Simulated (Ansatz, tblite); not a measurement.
Removing and adding an electron: the cluster Li3H2. The state is a doublet with charge 0. Geometry: PBE-D4/def2-TZVP. Ansatz, gas phase; energy differences of separate SCF runs; the oxidised species is a singlet (the triplet lies 3.42 eV higher at PBE0-D4/def2-TZVP); the reduced species is a singlet (the triplet lies 0.19 eV higher at PBE0-D4/def2-TZVPD).

```xyz
5

Li   -1.604    0.928   -0.452
Li    1.032    1.248    1.008
Li    0.299   -1.149   -0.288
H     1.496   -0.349    0.625
H    -1.223   -0.677   -0.893
```

The xTB rows come from tblite. Correlated methods freeze no core orbitals; core or outer-core shells of Li are correlated, in sets that lack core-valence functions. The structure comes from a short search, and lower isomers may exist.

```tsv
level	−HOMO (eV)	vertical IE (eV)	−LUMO (eV)	vertical EA (eV)	HOMO–LUMO gap (eV)	IE − EA (eV)	remarks
GFN1-xTB	–	11.66	–	7.27	–	4.39	–
GFN2-xTB	–	8.82	–	3.51	–	5.31	–
HF/def2-TZVPP	–	5.01	–	–	–	–	–
PBE-D4/def2-TZVP	2.90	5.31	1.44	–	1.47	–	–
PBE-D4/def2-TZVPD	2.87	–	1.42	0.32	1.46	–	HOMO above zero (-1 singlet), restricted SCF unstable in HF (-1 singlet)
r2SCAN-D4/def2-TZVP	2.97	5.22	1.21	–	1.76	–	–
r2SCAN-D4/def2-TZVPD	2.93	–	1.26	0.07	1.67	–	HOMO above zero (-1 singlet), restricted SCF unstable in HF (-1 singlet)
PBE0-D4/def2-TZVP	3.55	5.33	0.83	–	2.72	–	–
PBE0-D4/def2-TZVPD	3.51	–	0.82	0.21	2.69	–	HOMO above zero (-1 singlet), restricted SCF unstable in HF (-1 singlet)
MP2/def2-TZVPD	–	–	–	-0.20	–	–	HOMO above zero (-1 singlet), restricted SCF unstable (-1 singlet)
MP2/def2-TZVPP	–	5.09	–	–	–	–	–
CCSD/def2-TZVPD	–	–	–	0.07	–	–	HOMO above zero (-1 singlet), large T1 (0.022) (-1 singlet), restricted SCF unstable (-1 singlet)
CCSD/def2-TZVPP	–	5.11	–	–	–	–	–
CCSD(T)/def2-TZVPD	–	–	–	0.11	–	–	HOMO above zero (-1 singlet), large T1 (0.022) (-1 singlet), restricted SCF unstable (-1 singlet)
CCSD(T)/def2-TZVPP	–	5.11	–	–	–	–	–
```

Run but left out: HF/def2-TZVPD (charge -1 singlet: restricted singlet, unstable towards broken spin symmetry).   A HOMO above zero means that the electron is unbound at that level or that self-interaction error raises the level; the energy of removing that electron tells which. HOMO and LUMO are the levels of the spin that leaves or enters (xTB has no such levels and no spin-polarisation term). Other spin states of the ions may lie lower, which would lower the ionisation energy or raise the affinity. Raw xTB energy differences between charge states are shifted by several eV; the methods need an empirical correction for them. A negative affinity means that the extra electron isn't bound; its size then hangs on the basis.
